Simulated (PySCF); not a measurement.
## Relaxation of singlet S₂O₂

Computed with PBE0 in PySCF with S def2-TZVP, O def2-TZVP; no relativity; density-fitted integrals. A (50,194) grid was used.

A hand-made rhombic ring start, of D2h symmetry, held to at least that symmetry:

```xyz
4
charge 0 multiplicity 1, angstrom
S     1.2000    0.0000    0.0000
S    -1.2000    0.0000    0.0000
O     0.0000    1.2869    0.0000
O     0.0000   -1.2869    0.0000
```

**Question.** What forces act on the atoms at the start (eV/Å)?

**Answer.** 
```tsv
atom	Fx	Fy	Fz
S1	-0.48	0.00	0.00
S2	0.48	0.00	0.00
O3	0.00	-2.62	0.00
O4	0.00	2.62	0.00
```

**Question.** What does it relax to?

**Answer.** It ends at D2h with S–O 1.691 Å (×4); O–S–O 87.3° (×2), S–O–S 92.7° (×2). A frequency run shows 1 imaginary mode, down to 225i cm⁻¹, so it is a saddle point.

**Question.** How much energy is released, and in how many steps?

**Answer.** 31.6 kJ/mol in 4 steps.

The relaxation took 9 s on 2 threads of a shared Arm Neoverse V2 host, with 136 basis functions and 5 gradients.
